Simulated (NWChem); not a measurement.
# Basis-set dependence for tetrafluoromethane (CF4)

```
C
F 1 1.3157
F 1 1.3157 2 109.47
F 1 1.3157 2 109.47 3 120.00
F 1 1.3157 2 109.47 4 120.00
```
Charge 0, spin multiplicity 1.

Program: NWChem. Structure: optimised with PBE0/def2-SVP, a minimum by its harmonic frequencies.

Hartree-Fock energies in Ha, correlation energies in mHa.

The correlated methods keep 5 core orbitals frozen. Coupled-cluster values serve here as a point of comparison, not as the truth.

| basis | functions | RHF | MP2 | SCS-MP2 | CCSD | CCSD+T(CCSD) | CCSD(T) | CR-CCSD[T] | CR-CCSD(T) | RI-MP2 |
|---|---|---|---|---|---|---|---|---|---|---|
| 3-21G | 45 | -433.29589 | -552.9 | -535.5 | -554.8 | -565.9 | -564.5 | -563.9 | -562.7 | not run |
| cc-pVDZ | 70 | -435.66561 | -868.7 | -832.8 | -877.8 | -896.0 | -894.3 | -891.8 | -890.5 | -868.8 |
| cc-pVTZ | 150 | -435.81577 | -1150.2 | -1113.5 | not run | not run | not run | not run | not run | -1150.2 |

From cc-pVDZ to cc-pVTZ the Hartree-Fock energy moves by -150.2 mHa and the MP2 correlation energy by -281.6 mHa, which is 24 % of its value in the larger set.
